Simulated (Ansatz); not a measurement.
Born–Oppenheimer molecular dynamics of CH5 (6 atoms, charge 0, multiplicity 2). It starts from a rough guess of a transition structure, not a stationary point.

Method: UKS B3LYP-D4/6-31G* in Ansatz 0.2.0.

```json
{
  "ensemble": "NVE (velocity Verlet)",
  "time step": "0.5 fs",
  "steps asked": "150",
  "starting velocities drawn for": "600 K",
  "seed": "21611"
}
```

First frame:

```xyz
6
Properties=species:S:1:pos:R:3
H -0.667 -0.606 0.095
H -1.386 -1.262 0.203
C 0.361 0.329 -0.053
H 1.267 -0.254 -0.041
H 0.166 0.806 -0.998
H 0.259 0.987 0.794
```

Q: How far do the bonds stretch over the last three quarters of this one trajectory? (Pairs bonded in most of those frames.)

A: 
```csv
bond,mean (Å),spread (Å),shortest,longest
H1–C3,1.103,0.057,1.01,1.19
C3–H4,1.102,0.041,1.03,1.17
C3–H5,1.102,0.045,1.03,1.17
C3–H6,1.097,0.009,1.08,1.11
```

Mean temperature of the second half: 1019 K. The conserved energy stayed within 0.74 meV per atom of its start (net change 0.25 meV per atom), so the integration is sound. The system heated up, since it started high on the potential surface and ran downhill. A run of 0.075 ps of so small a system gives no equilibrium averages.

The run took 69 s on 1 thread of Arm Neoverse V2, with other jobs on the host, peak memory 0.08 GiB.
